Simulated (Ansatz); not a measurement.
C3H5N (`C=CC=N`), one more setting.

```yaml
crystal:
  periodic: [false, false, false]
  atoms:
    - {symbol: C, position_ang: [1.310959, -0.223981, 0.032980]}
    - {symbol: C, position_ang: [0.303990, 0.639849, -0.034556]}
    - {symbol: C, position_ang: [-1.104041, 0.252171, -0.220916]}
    - {symbol: N, position_ang: [-1.671961, -0.812572, 0.164721]}
    - {symbol: H, position_ang: [2.333238, 0.106922, 0.168949]}
    - {symbol: H, position_ang: [1.149587, -1.293122, -0.064993]}
    - {symbol: H, position_ang: [0.505652, 1.707241, 0.008814]}
    - {symbol: H, position_ang: [-1.725449, 0.979280, -0.752120]}
    - {symbol: H, position_ang: [-1.013575, -1.401988, 0.680022]}
basis:
  gaussian: {orbitals: STO-3G}
total_charge: -1
magnetization: {spin_polarized: true, initial_magnetization: 1}
hamiltonian: {xc: {name: PBE0-DH}}
scf: {lower_state_search: full}
output: {forces: true}
```

```sh
$ ansatz run in.yaml --threads 2 --pin off --events-out ev --progress --plain --max-ram 4352MiB
```

Shortened log:

```
Functional definition: PBE0-DH
344 factors; integrals over basis functions are off by at most 4.0e-5 eV
mean field evaluation 1: about -4608.2406 eV, gradient 1.5e1 eV
mean field evaluation 2: about -4608.2827 eV, gradient 1.5e1 eV
mean field evaluation 4: about -4609.7161 eV, gradient 1.3e0 eV
mean field evaluation 8: about -4609.7612 eV, gradient 8.5e-2 eV
mean field evaluation 16: about -4609.7614 eV, gradient 7.3e-5 eV
mean field -4609.76142537 eV, -169.4056077738 hartree, gradient 4.0e-6 eV, S^2 0.782988; 5 other end points of the search recorded, 0 dependent functions left out
4 core orbitals not correlated: weight in the atoms' cores, before any rotation towards them, 1.000 or more for the frozen orbitals, at most 0.000 for the correlated occupied ones
reference -4609.76143469 eV, -169.4056081162 hartree; 12, 11 occupied and 9, 10 virtual orbitals, 344 factors
second order -7.03688937 eV of doubles, -0.00000000 eV of singles
Total energy: -4610.64104586 eV, -169.4379332306 hartree
Atom 0 at     1.310959    -0.223981     0.032980 Å, force     3.188653    -2.349463     0.562279 eV/Å
Atom 1 at     0.303990     0.639849    -0.034556 Å, force    -4.953779     1.804785    -0.949935 eV/Å
Atom 2 at    -1.104041     0.252171    -0.220916 Å, force     5.377946     5.795927    -0.920581 eV/Å
Atom 3 at    -1.671961    -0.812572     0.164721 Å, force    -5.297114    -5.134912     0.620705 eV/Å
Atom 4 at     2.333238     0.106922     0.168949 Å, force     0.104723    -0.194079     0.140623 eV/Å
Atom 5 at     1.149587    -1.293122    -0.064993 Å, force     0.142574     0.090733     0.018409 eV/Å
Atom 6 at     0.505652     1.707241     0.008814 Å, force     0.165159     0.250146    -0.402693 eV/Å
Atom 7 at    -1.725449     0.979280    -0.752120 Å, force    -0.274146     0.351504     0.204570 eV/Å
Atom 8 at    -1.013575    -1.401988     0.680022 Å, force     1.545984    -0.614642     0.726623 eV/Å
Dipole moment:     0.278539     0.132387     0.036806 e Å
```

It took 3.9 s on 2 threads of an Arm Neoverse V1 on a shared host, with 0.39 GiB of host memory at the peak.
